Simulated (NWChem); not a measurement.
hydrazine (N2H4); SMILES NN

Results from NWChem. All runs use the structure optimised with PBE0/def2-SVP. Ions are spin-unrestricted doublets at the neutral geometry; other ion states weren't tried.

Problem. Taking PBE0/aug-cc-pVTZ as the yardstick, which of these has the fewest basis functions while keeping “vertical ionisation energy, ΔSCF (eV)” within 0.2 eV of it: PBE0/cc-pVDZ; PBE0/cc-pVTZ; PBE0/aug-cc-pVDZ?

Solution. PBE0/aug-cc-pVDZ.
| level | basis functions | vertical ionisation energy, ΔSCF (eV) | relative time (rough) |
|---|---|---|---|
| PBE0/cc-pVDZ | 48 | 9.65 | 1 |
| PBE0/aug-cc-pVDZ | 82 | 9.94 | 2 |
| PBE0/cc-pVTZ | 116 | 9.84 | 5 |
| PBE0/aug-cc-pVTZ | 184 | 9.94 | 10 |

The yardstick is one finite set, not the basis-set limit.
